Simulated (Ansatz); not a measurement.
Z-matrix (Å, degrees):
```
C
C 1 1.513
H 1 1.092 2 110.6
H 1 1.093 2 110.8 3 120.4
H 1 1.095 2 111.1 3 -120.1
O 2 1.413 1 112.9 3 56.8
H 2 1.099 1 110.2 3 -178.8
H 2 1.093 1 110.3 3 -60.9
H 6 0.961 2 108.2 1 58.8
```

Total charge 0; spin multiplicity 1.

(1) List the r2SCAN/def2-TZVPP orbital energies in eV (Ansatz). (An estimate is asked.)

## Answers

(1) The calculation gave: Occupied: -515.59, -274.21, -272.82, -26.80, -19.46, -16.11, -12.81, -11.50, -10.95, -9.56, -9.26, -7.99, -6.50. Lowest empty: 1.02, 2.14, 2.70, 3.03, 3.42, 3.95, 4.03, 5.26.
